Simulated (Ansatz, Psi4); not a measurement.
# SiH2O2: a line through the functionals

The species is SiH2O2 (5 atoms), meant as a singlet with charge 0. As SMILES, `O[Si]O`. The coordinates come from a PBE0-D4/def2-TZVP relaxation. This is one conformer, not always the lowest.

The HOMO–LUMO gap y, in eV, basis aug-cc-pVDZ; a is the functional's share of exact exchange. Programs: Ansatz 0.2.0, Psi4 1.11.

```
functional  program     a  y (eV)
      TPSS     Psi4     0    4.16
       PBE     Psi4     0    3.99
     B3LYP   Ansatz   0.2       ?
   r2SCAN0   Ansatz  0.25    6.14
      PBE0     Psi4  0.25    5.92
     BHLYP   Ansatz   0.5    7.80
```

Task: Fit y = c + s·a to the known rows and predict B3LYP.

Result: 
1. Means of the 5 rows: a = 0.2000, y = 5.602.
2. Σ(Δa)² = 0.175, Σ(Δa·Δy) = 1.313, so the slope is 1.313/0.175 = 7.5029.
3. Intercept: 5.602 − (7.5029) × 0.2000 = 4.101. The largest residual of the fit is 0.16.
4. B3LYP: 4.101 + (7.5029) × 0.2 = 5.60 eV.

The run gave 5.56 eV, so the prediction is off by +0.04 eV, within the largest residual. Exact exchange lowers occupied levels and raises empty ones. The rows mix families of semi-local functionals, which the line can't see.
